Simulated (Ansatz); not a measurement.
The input, for Ansatz 0.2.0:

```yaml
crystal:
  periodic: [false, false, false]
  atoms:
    - {symbol: Al, position_ang: [0.000000, 0.000000, 0.000000]}
    - {symbol: H, position_ang: [0.000000, 0.000000, 1.279000]}
basis:
  gaussian: {orbitals: def2-TZVPP}
total_charge: 1
magnetization: {spin_polarized: false, initial_magnetization: 1}
correlation: {method: ccsdtq, electrons: all, diis_vectors: 12}
```

```sh
$ ansatz run in.yaml --threads 1 --pin off --events-out ev --progress --plain --max-ram 2393MiB
```

Question: One thing in this input was set wrong on purpose, beside settings that are merely unusual. What is the gravest fault, and what does the program do?

Answer: Too large for memory. How the run ends: out of memory.
```
600 factors; integrals over basis functions are off by at most 2.6e-7 eV
mean field evaluation 1: about -6588.8891 eV, gradient 9.7e0 eV
mean field evaluation 2: about -6588.8898 eV, gradient 9.7e0 eV
mean field evaluation 4: about -6589.3665 eV, gradient 1.0e0 eV
mean field evaluation 8: about -6589.3915 eV, gradient 1.1e-3 eV
mean field evaluation 16: about -6589.3915 eV, gradient 3.5e-6 eV
mean field -6589.39150303 eV, -242.1556712864 hartree, gradient 3.5e-6 eV, S^2 0.750000; 0 other end points of the search recorded, 0 dependent functions left out
reference -6589.39150303 eV, -242.1556712864 hartree; 7, 6 occupied and 49, 50 virtual orbitals, 600 factors
Error: with its amplitudes the run needs 23.27 GiB of memory by its plan, which may be too low or too high, and 2.33 GiB are given
refused for memory
```
